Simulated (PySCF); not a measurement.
# Molecular orbitals of MgO

PBE0 at R = 1.892 Å; basis Mg 6-31G(d,p), O 6-31G(d,p); no relativity; PySCF 2.14. State: ³Π (triplet), unpaired electrons σ ↑, π ↑. Only the outer orbitals are listed, counted within each symmetry.

```
spin  orbital  occ.  ε (eV)  on Mg (%)            main shells (%)
   α       1π     1  -51.60        100                   100 Mg p
   α       1π     1  -51.56        100                   100 Mg p
   α       4σ     1  -51.48        100                   100 Mg p
   α       5σ     1  -24.98          1                     98 O s
   α       2π     1   -9.90          5                     95 O p
   α       6σ     1   -9.00         16            82 O p, 14 Mg s
   α       2π     1   -7.89          8                     92 O p
   α       7σ     1   -5.59         92           72 Mg s, 20 Mg p
   α       3π     0   -0.95         98                    96 Mg p
   α       3π     0   -0.79         96                    94 Mg p
   α       8σ     0    0.64        101  81 Mg p, 10 Mg s, 10 Mg d
   β       1π     1  -51.50        100                   100 Mg p
   β       1π     1  -51.48        100                   100 Mg p
   β       4σ     1  -51.35        100                   100 Mg p
   β       5σ     1  -22.48          3                     96 O s
   β       6σ     1   -7.77         18            79 O p, 15 Mg s
   β       2π     1   -7.10          9                     91 O p
   β       2π     0   -2.75         25            75 O p, 22 Mg p
   β       7σ     0   -2.65         92    78 Mg s, 13 Mg p, 8 O p
   β       3π     0    0.13         95                    94 Mg p
```

Question: Which are the highest filled and the lowest empty level, where do they sit, and how wide is the gap?

Answer: Highest filled α 7σ at -5.59 eV (in %: 72 Mg s, 20 Mg p); lowest empty β 2π at -2.75 eV (in %: 75 O p, 22 Mg p); the gap at PBE0 is 2.84 eV.

The bond order (Mayer) is 0.91, the ⟨S²⟩ is 2.004 and the charge on Mg (Mulliken, basis-dependent) is 0.48. The charge on Mg (Löwdin, basis-dependent) is 0.21. The dipole moment (positive dipole means Mg(−)O(+)) is -2.81 D and the polarisability along the bond is 43.8 bohr³. The polarisability across the bond is 53.8 bohr³.

Shares are Mulliken populations and can fall outside 0 to 100 %.

The state was picked by a PBE0 search and need not be the measured ground state.
